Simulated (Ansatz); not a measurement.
**Hydrogen abstraction**

Start structure (CH₇SSi, doublet), relaxed at PBE0-D4/def2-TZVP:

```
atom    x (Å)    y (Å)    z (Å)
  H1  -1.3285   1.0817  -0.3467
  C2  -0.7681   1.0694   0.5899
 Si3   0.7638   0.0233   0.4101
  S4  -0.7728  -1.9918  -1.6936
  H5  -0.5042   2.0966   0.8518
  H6  -1.4170   0.6740   1.3743
  H7   1.6489   0.5108  -0.6794
  H8   1.5455  -0.0276   1.6767
  H9   0.3863  -1.4065   0.0751
 H10   0.4463  -2.0296  -2.2584
```

The step: CH₆Si ([CH3][SiH3]) + HS → CH₅Si ([CH2][SiH3]) + H₂S; bonds formed: H1–S4; bonds broken: H1–C2. Program: Ansatz 0.2.0. Basis: def2-TZVPP and def2-QZVPP. Cores are frozen in the correlated methods; orbitals are unrestricted. Extrapolation: Hartree–Fock as exp(−7.88 √X), correlation as X^−2.97. Energies below are by CCSD(T) at an estimated basis limit (MP2 extrapolated from triple and quadruple zeta, plus CCSD(T) − MP2 in triple zeta).

Problem. What are the electronic barrier and the energy of the step, from the start structure to the end structure? (To be estimated.)

Solution. By the calculation: Barrier 69.4 kJ/mol; step energy 48.6 kJ/mol (uphill); reverse barrier, their difference, 20.8 kJ/mol. Barrier and step energy count from the start structure, the reverse barrier from the end structure.

The saddle point: One imaginary mode of 554i cm⁻¹.
```csv
pair,start (Å),saddle (Å),end (Å)
H1–S4,3.40,1.45,1.35
H1–C2,1.09,1.58,2.43
```

Zero-point energy (harmonic, PBE0-D4): ZPE is 178.7 kJ/mol at the start and 164.0 kJ/mol at the saddle, so the barrier goes from 69.4 to 54.7 kJ/mol.

T1 diagnostic: at most 0.015. ⟨S²⟩ of the unrestricted Hartree–Fock references: 0.76 to 0.78 (a pure state has 0.75).

Radical steps of this kind take place in plasma deposition and etching.

Labels in which every atom is bracketed show which atoms are joined, not bond orders.

For scale, one of the runs: CCSD(T)/def2-TZVPP, 213 basis functions (an equivalent command: `ansatz run in.yaml --threads 4`). Hardware: 4 CPU threads, shared host. Wall time 3 min; peak host memory 7.3 GiB.
